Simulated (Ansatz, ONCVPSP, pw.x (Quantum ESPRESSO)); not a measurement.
What a changed setting does to a pw.x run (sc Tc)

Potential: optimised norm-conserving Vanderbilt (ONCV), ONCVPSP 4.0.1.1 (patched build), PBEsol; core [Ar] 3d10, reference 4s2 4p6 4d5 5s2; waves: 4s+5s: rc 1.90 bohr, ncon 4, nbas 7, qcut 5.9 1/bohr, 2 projectors; 4p: rc 1.95 bohr, ncon 3, nbas 6, qcut 5.4 1/bohr, 2 projectors, debl 2.9 Ha; 4d: rc 2.45 bohr, ncon 4, nbas 8, qcut 5.7 1/bohr, 3 projectors, debl 0.4 Ha; local part: polynomial inside 1.65 bohr (lpopt 5, dvloc0 2 Ha); core correction: none.

The reference run (k-mesh 13³, cutoffs 40/160 Ry, Fermi–Dirac 0.01 Ry, mixing_beta 0.4, conv_thr 1e-9, no spin) gives 0.67 GPa at 15.726 Å³/atom, where all-electron LAPW gives -0.20 GPa. This run, with its own iteration cap, changes conv_thr to 1e-12.

```
&control
  calculation='scf', prefix='x', pseudo_dir='./', outdir='./tmp', tstress=.true., disk_io='none'
/
&system
  ibrav=0, nat=1, ntyp=1, ecutwfc=40, ecutrho=160, nbnd=15,
  occupations='smearing', smearing='fd', degauss=0.01
/
&electrons
  conv_thr=1e-12, mixing_beta=0.4, electron_maxstep=50
/
ATOMIC_SPECIES
Tc 1.0 Tc.UPF
CELL_PARAMETERS angstrom
  2.50537510 0.00000000 0.00000000
  0.00000000 2.50537510 0.00000000
  0.00000000 0.00000000 2.50537510
ATOMIC_POSITIONS crystal
Tc 0.0000 0.0000 0.0000
K_POINTS automatic
13 13 13 0 0 0
```

```bash
pw.x < Tc.scf.in > Tc.scf.out
```

Q: How does the run end?

A: It converges in 9 iterations; the free energy moves by +0.0 meV/atom and the pressure by +0.00 GPa. The result is that of the reference run.

```
Message from routine setup:
     using ibrav=0 with symmetry is DISCOURAGED, use correct ibrav instead
     lattice parameter (alat)  =       4.7345  a.u.
     unit-cell volume          =     106.1243 (a.u.)^3
     number of electrons       =        15.00
     number of Kohn-Sham states=           15
     kinetic-energy cutoff     =      40.0000  Ry
     charge density cutoff     =     160.0000  Ry
     scf convergence threshold =      1.0E-12
     Exchange-correlation= PBESOL
     number of k points=    84  Fermi-Dirac smearing, width (Ry)=  0.0100
     iteration #  1     ecut=    40.00 Ry     beta= 0.40
     total energy              =    -161.17149036 Ry
     estimated scf accuracy    <       0.01243936 Ry
     iteration #  2     ecut=    40.00 Ry     beta= 0.40
     total energy              =    -161.17124250 Ry
     estimated scf accuracy    <       0.00275270 Ry
     iteration #  3     ecut=    40.00 Ry     beta= 0.40
     total energy              =    -161.17129485 Ry
     estimated scf accuracy    <       0.00023232 Ry
     [... 3 iterations left out ...]
     iteration #  7     ecut=    40.00 Ry     beta= 0.40
     total energy              =    -161.17130499 Ry
     estimated scf accuracy    <          3.4E-10 Ry
     iteration #  8     ecut=    40.00 Ry     beta= 0.40
     total energy              =    -161.17130499 Ry
     estimated scf accuracy    <          2.4E-12 Ry
     iteration #  9     ecut=    40.00 Ry     beta= 0.40
     the Fermi energy is    20.5617 ev
!    total energy              =    -161.17130499 Ry
     estimated scf accuracy    <          3.4E-13 Ry
     smearing contrib. (-TS)   =      -0.00552295 Ry
     The total energy is F=E-TS. E is the sum of the following terms:
     one-electron contribution =     -34.70649135 Ry
     hartree contribution      =      25.90868288 Ry
     xc contribution           =     -17.52889791 Ry
     ewald contribution        =    -134.83907567 Ry
     convergence has been achieved in   9 iterations
          total   stress  (Ry/bohr**3)                   (kbar)     P=        6.67
     Message from routine punch:
     Nothing written, as per user request (disk_io='none')
```

The run took about 4.4 s on one core of a shared host (Neoverse-V1, 32 threads, 247 GiB, load 12).
